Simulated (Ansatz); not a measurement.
N₂O (`N#[N+][O-]`): measurement beside calculation (Ansatz, PBE0-D4/def2-TZVP geometry).

Bond lengths: N1–N2 1.118 Å, N2–O3 1.174 Å. Angles: N1–N2–O3 180.0°.

Measured: 12.89 eV (ionisation energy: vertical, to X+ state of N2O+, HeI photoelectron spectroscopy (quoted handbook)). Source: Attosecond delays in molecular photoionization, 2016 (arxiv:1607.07435).

```csv
level,vertical IE (eV),minus measured (eV)
PBE-D4/def2-TZVPP,12.91,0.02
r2SCAN-D4/def2-TZVPP,12.84,-0.05
PBE0-D4/def2-TZVPP,12.84,-0.05
B3LYP-D4/def2-TZVPP,12.94,0.05
ωB97X-V/def2-TZVPP,12.80,-0.09
ωB97M-V/def2-TZVPP,12.78,-0.11
B2PLYP/def2-TZVPP,13.04,0.15
"−ε(HOMO), LDA (SPW92)",8.59,-4.30
"−ε(HOMO), PBE",8.34,-4.55
"−ε(HOMO), revPBE",8.26,-4.63
"−ε(HOMO), BLYP",8.24,-4.65
"−ε(HOMO), r2SCAN",8.67,-4.22
"−ε(HOMO), B97M-V",8.66,-4.23
"−ε(HOMO), PBE0",9.82,-3.07
"−ε(HOMO), B3LYP",9.59,-3.30
"−ε(HOMO), r2SCANh",9.22,-3.67
"−ε(HOMO), r2SCAN0",10.06,-2.83
"−ε(HOMO), HSE06",9.41,-3.48
"−ε(HOMO), BHLYP",11.22,-1.67
"−ε(HOMO), CAM-B3LYP",11.24,-1.65
"−ε(HOMO), LC-ωPBE",12.53,-0.36
"−ε(HOMO), ωB97X-V",12.16,-0.73
"−ε(HOMO), ωB97M-V",12.07,-0.82
```

Computed values are vertical and leave out zero-point energy and spin–orbit coupling.

Enthalpy of formation at 298 K: 19.6 kcal/mol (zero for an element's reference state; older measured values of the G2 set, as listed by Staroverov and co-workers, J. Chem. Phys. 119, 12129, 2003). With their computed zero-point and thermal terms and the atoms' enthalpies of Curtiss and co-workers (1997) it gives an electronic atomization energy of 270.6 kcal/mol.

```json
{"level": "LDA (SPW92)", "atomization (kcal/mol)": "361.9", "error": "91.3", "error per bond": "45.7"}
{"level": "PBE-D4", "atomization (kcal/mol)": "310.9", "error": "40.3", "error per bond": "20.2"}
{"level": "revPBE-D4", "atomization (kcal/mol)": "295.1", "error": "24.6", "error per bond": "12.3"}
{"level": "BLYP-D4", "atomization (kcal/mol)": "297.6", "error": "27.0", "error per bond": "13.5"}
{"level": "r2SCAN-D4", "atomization (kcal/mol)": "275.2", "error": "4.6", "error per bond": "2.3"}
{"level": "B97M-V", "atomization (kcal/mol)": "274.6", "error": "4.0", "error per bond": "2.0"}
{"level": "PBE0-D4", "atomization (kcal/mol)": "276.2", "error": "5.6", "error per bond": "2.8"}
{"level": "B3LYP-D4", "atomization (kcal/mol)": "276.7", "error": "6.2", "error per bond": "3.1"}
{"level": "r2SCANh-D4", "atomization (kcal/mol)": "264.4", "error": "-6.2", "error per bond": "-3.1"}
{"level": "r2SCAN0-D4", "atomization (kcal/mol)": "248.5", "error": "-22.1", "error per bond": "-11.0"}
{"level": "HSE06-D4", "atomization (kcal/mol)": "276.8", "error": "6.3", "error per bond": "3.1"}
{"level": "BHLYP-D4", "atomization (kcal/mol)": "234.3", "error": "-36.3", "error per bond": "-18.1"}
{"level": "CAM-B3LYP-D4", "atomization (kcal/mol)": "273.2", "error": "2.7", "error per bond": "1.3"}
{"level": "ωB97X-V", "atomization (kcal/mol)": "274.8", "error": "4.2", "error per bond": "2.1"}
{"level": "ωB97M-V", "atomization (kcal/mol)": "271.9", "error": "1.3", "error per bond": "0.7"}
{"level": "B2PLYP", "atomization (kcal/mol)": "274.1", "error": "3.6", "error per bond": "1.8"}
{"level": "PBE-QIDH", "atomization (kcal/mol)": "262.7", "error": "-7.8", "error per bond": "-3.9"}
{"level": "PBE", "atomization (kcal/mol)": "310.3", "error": "39.7", "error per bond": "19.9"}
{"level": "revPBE", "atomization (kcal/mol)": "292.6", "error": "22.0", "error per bond": "11.0"}
{"level": "BLYP", "atomization (kcal/mol)": "296.1", "error": "25.5", "error per bond": "12.7"}
{"level": "r2SCAN", "atomization (kcal/mol)": "275.1", "error": "4.5", "error per bond": "2.2"}
{"level": "PBE0", "atomization (kcal/mol)": "275.7", "error": "5.1", "error per bond": "2.5"}
{"level": "B3LYP", "atomization (kcal/mol)": "275.7", "error": "5.2", "error per bond": "2.6"}
{"level": "r2SCANh", "atomization (kcal/mol)": "264.2", "error": "-6.4", "error per bond": "-3.2"}
{"level": "r2SCAN0", "atomization (kcal/mol)": "248.4", "error": "-22.2", "error per bond": "-11.1"}
{"level": "HSE06", "atomization (kcal/mol)": "276.4", "error": "5.8", "error per bond": "2.9"}
{"level": "BHLYP", "atomization (kcal/mol)": "233.6", "error": "-37.0", "error per bond": "-18.5"}
{"level": "CAM-B3LYP", "atomization (kcal/mol)": "272.7", "error": "2.2", "error per bond": "1.1"}
{"level": "LC-ωPBE", "atomization (kcal/mol)": "273.8", "error": "3.2", "error per bond": "1.6"}
{"level": "RPA@PBE/def2-TZVPP", "atomization (kcal/mol)": "246.8", "error": "-23.7", "error per bond": "-11.9"}
{"level": "HF/def2-TZVPP", "atomization (kcal/mol)": "87.2", "error": "-183.3", "error per bond": "-91.7"}
{"level": "MP2/def2-TZVPP", "atomization (kcal/mol)": "278.7", "error": "8.1", "error per bond": "4.1"}
{"level": "SCS-MP2/def2-TZVPP", "atomization (kcal/mol)": "273.7", "error": "3.1", "error per bond": "1.5"}
{"level": "CCSD/def2-TZVPP", "atomization (kcal/mol)": "236.4", "error": "-34.2", "error per bond": "-17.1"}
{"level": "CCSD(T)/def2-TZVPP", "atomization (kcal/mol)": "253.3", "error": "-17.3", "error per bond": "-8.7"}
{"level": "HF/def2-QZVPP", "atomization (kcal/mol)": "88.2", "error": "-182.4", "error per bond": "-91.2"}
{"level": "MP2/def2-QZVPP", "atomization (kcal/mol)": "287.7", "error": "17.1", "error per bond": "8.6"}
{"level": "SCS-MP2/def2-QZVPP", "atomization (kcal/mol)": "284.3", "error": "13.7", "error per bond": "6.8"}
{"level": "CCSD/def2-QZVPP", "atomization (kcal/mol)": "244.3", "error": "-26.3", "error per bond": "-13.1"}
{"level": "CCSD(T)/def2-QZVPP", "atomization (kcal/mol)": "262.1", "error": "-8.5", "error per bond": "-4.3"}
{"level": "HF/CBS(def2)", "atomization (kcal/mol)": "88.3", "error": "-182.3", "error per bond": "-91.1"}
{"level": "MP2/CBS(def2)", "atomization (kcal/mol)": "293.8", "error": "23.2", "error per bond": "11.6"}
{"level": "CCSD/CBS(def2)", "atomization (kcal/mol)": "249.6", "error": "-21.0", "error per bond": "-10.5"}
{"level": "CCSD(T)/CBS(def2)", "atomization (kcal/mol)": "268.0", "error": "-2.6", "error per bond": "-1.3"}
```

Functionals use def2-TZVPP; B3LYP here is the variant with VWN-RPA as its local correlation; programs differ in this. The calculations leave out spin–orbit coupling, scalar relativity and, for the correlated methods, core correlation; together these are worth up to about 1 kcal/mol a heavy atom. HSE06 is defined as in plane-wave codes. CBS extrapolates def2-TZVPP and def2-QZVPP. T1 = 0.019.
